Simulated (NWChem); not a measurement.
Atomisation of ClNa

```xyz
2

Na     0.0000     0.0000    -1.4253
Cl     0.0000     0.0000     0.9223
```
Charge 0, spin multiplicity 1.

Everything below was run with NWChem. The geometry was optimised at PBE/def2-SVP, a minimum by its harmonic frequencies.

Basis set: def2-QZVP. The atomisation energy is electronic alone: no zero-point, thermal, spin-orbit or counterpoise terms. No value is extrapolated to the basis-set limit. Free atoms are single determinants with multiplicities Na 2, Cl 2. Correlated methods freeze the same cores in atoms and molecule, 6 orbitals in all.

```tsv
method	atomisation energy (kcal/mol)	relative cost
PBE0	93.3	under 3
CCSD(T)	96.9	20
MP2	99.8	under 3
PBE	94.0	under 3
B3LYP	92.4	under 3
BHandHLYP	90.7	under 3
TPSS	95.8	under 3
HF	69.7	1
r2SCAN	96.7	under 3
```

The values span 30.2 kcal/mol, from HF (lowest) to MP2 (highest). Costs are rough ratios of processor time within this set of runs, SCF included, with HF as 1. Costs are the molecule's.

B3LYP has NWChem's definition, with VWN1-RPA local correlation. The structure started from a generated list of species. No SCF solution was tested for a lower state. Open-shell Hartree-Fock references start from PBE0 orbitals; any time given for them includes that run. Coupled-cluster values serve here as a point of comparison, not as the truth.
